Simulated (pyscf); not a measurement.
A first-order saddle from PySCF, ωB97X-D3(BJ)/def2-SVP:

```
Zn
C 1 1.9515
H 2 1.1023 1 111.33
H 2 1.1024 3 107.39 1 122.34
H 2 1.1024 3 107.56 4 115.56
H 1 1.7514 2 156.31 3 -4.76
C 6 1.3825 1 88.24 2 93.37
H 7 1.1021 6 117.27 1 -84.25
H 7 1.1022 8 107.50 6 96.06
H 7 1.1046 8 109.01 9 114.11
C 6 1.5827 7 159.93 8 -157.19
H 11 1.1032 6 100.34 7 -89.95
H 11 1.1048 12 108.54 6 144.91
O 11 1.4791 12 109.35 13 119.60
H 14 0.9640 11 112.00 12 -87.14
```

Surface: singlet, charge 0. Lowest wavenumbers (cm⁻¹): 1497i, 43, 67, 92, 112.

Question: Name the species on either side of this saddle.

Answer: methanol (H₃C–OH) + H₃C–Zn–CH₃ ⇌ H₃C–Zn–CH₂–OH + methane (CH₄), an exchange assisted by a bridging atom read from left to right: C–H, C–Zn broken and C–Zn, C–H formed. At ωB97M-D3(BJ)/def2-TZVP it lies +2.39 eV from the left side and +2.25 eV from the right (each side as separated species at their lowest minima found). On the reactant side the descent ends in a complex (not fully relaxed), 0.32 eV under the separated species and 2.67 eV under the saddle at ωB97X-D3(BJ)/def2-TZVP. At the saddle there is also a short H–Zn, O–Zn contact that neither side keeps, so another atom assists the step. One saddle was located; it need not be the lowest between these sides. Elements up to Kr have no core potential and no relativistic terms here.
